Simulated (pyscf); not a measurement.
Optimised with ωB97X-D3(BJ)/def2-SVP in PySCF.

Q: H₃Ge–SeH → H₂Ge=Se + H₂
Surface: singlet. Broken: H–Se, Ge–H. Formed: H–H. Give ΔE‡ and ΔE from PBE/def2-TZVP, relative to the reactant's lowest minimum found.

A: ΔE‡ = 205.0 kJ/mol, ΔE = +102.7 kJ/mol. ωB97M-D3(BJ)/def2-TZVP gives 237.2 kJ/mol and +119.7 kJ/mol. Zero-point energy shifts the barrier by -7.3 kJ/mol. It is an elimination, with an imaginary mode of 1425i cm⁻¹. At the saddle there is also a short Ge–H contact that neither side keeps. This is the saddle that the search found; another between the same sides may lie lower. Elements up to Kr have no core potential and no relativistic terms here.
